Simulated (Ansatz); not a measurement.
Born–Oppenheimer molecular dynamics of ClH$_{5}$OSi (8 atoms, charge 0, multiplicity 1). It starts at the highest image of a converged band, a first-order saddle point between two minima.

The calculation used RKS PBE0-D4/def2-SVP in Ansatz.

| Item | Value |
| --- | --- |
| ensemble | NVE (velocity Verlet) |
| time step | 0.5 fs |
| steps asked | 200 |
| starting velocities drawn for | 100 K |
| seed | 3088 |

First frame:

```xyz
8
Properties=species:S:1:pos:R:3
Si -0.211 0.091 -0.117
Cl -0.022 0.815 2.235
H 0.996 -0.735 0.142
H -0.082 1.510 -0.524
H -0.784 -0.574 -1.353
O -1.827 -0.362 0.748
H -2.181 -1.257 0.632
H -1.545 -0.119 1.705
```

(1) How far do the bonds stretch over the last three quarters of this one trajectory? (Pairs bonded in most of those frames.)

Results:

(1) 
```
  bond  mean (Å)  spread (Å)  shortest  longest
Si1–H3     1.485       0.010      1.47     1.50
Si1–H4     1.480       0.013      1.46     1.50
Si1–H5     1.509       0.035      1.46     1.57
Si1–O6     1.789       0.087      1.64     1.89
 O6–H7     0.967       0.007      0.95     0.98
```

Mean temperature of the second half: 451 K. The conserved energy stayed within 0.062 meV per atom of its start (net change -0.03 meV per atom), so the integration is sound. The kinetic energy rose, since the run started high on the potential surface and went downhill. It ends in pieces (ClH + H4OSi), so much of that is their flight and rotation, not heat. A run of 0.1 ps of so small a system gives no equilibrium averages. The orbitals stay closed-shell, which can raise the energy where a bond breaks towards radicals; this wasn't checked here.

Run time: 8 min on 1 thread of Arm Neoverse V1, on a shared host, peak memory 0.16 GiB.
